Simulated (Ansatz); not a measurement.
Born–Oppenheimer molecular dynamics of CH7FSi (10 atoms, charge 0, multiplicity 1). It starts at the highest image of a converged band. Of that band: Neighbouring images differ by up to 1.9 eV, so the band resolves the path poorly. A vibrational analysis at the climbing image gives one clearly imaginary mode, 1121i cm⁻¹: a first-order saddle point.

Method: Ansatz, RKS B3LYP/6-31G*.

```
ensemble                      : NVE (velocity Verlet)
time step                     : 0.5 fs
steps asked                   : 200
starting velocities drawn for : 100 K
seed                          : 11521
```

First frame:

```xyz
10
Properties=species:S:1:pos:R:3
Si -0.247 0.105 0.035
C -0.036 -0.001 2.178
H -0.698 -0.033 3.061
H 0.566 -0.911 2.220
H 0.597 0.879 2.307
H 1.256 0.084 0.031
H -0.533 1.413 -0.600
H -0.570 -1.129 -0.719
F -2.070 0.099 0.729
H -1.253 0.047 1.581
```

(1) How far do the bonds stretch over the last three quarters of this one trajectory? (Pairs bonded in most of those frames.)

Results:

(1) 
```csv
bond,mean (Å),spread (Å),shortest,longest
Si1–C2,1.904,0.082,1.79,2.07
Si1–H6,1.497,0.023,1.46,1.54
Si1–H7,1.488,0.007,1.48,1.50
Si1–H8,1.488,0.003,1.48,1.49
C2–H3,1.096,0.007,1.09,1.12
C2–H4,1.097,0.015,1.07,1.12
C2–H5,1.096,0.012,1.08,1.11
F9–H10,0.940,0.010,0.92,0.97
```

Mean temperature of the second half: 1367 K. The conserved energy stayed within 0.053 meV per atom of its start (net change 0.011 meV per atom), so the integration is sound. The kinetic energy rose, since the run started high on the potential surface and went downhill. It ends in pieces (CH6Si + FH), so much of that is their flight and rotation, not heat. A run of 0.1 ps of so small a system gives no equilibrium averages. The orbitals stay closed-shell, which can raise the energy where a bond breaks towards radicals; this wasn't checked here.

Time of the run: 6.9 min on 1 thread of Arm Neoverse V2 (shared host), peak memory 0.11 GiB.
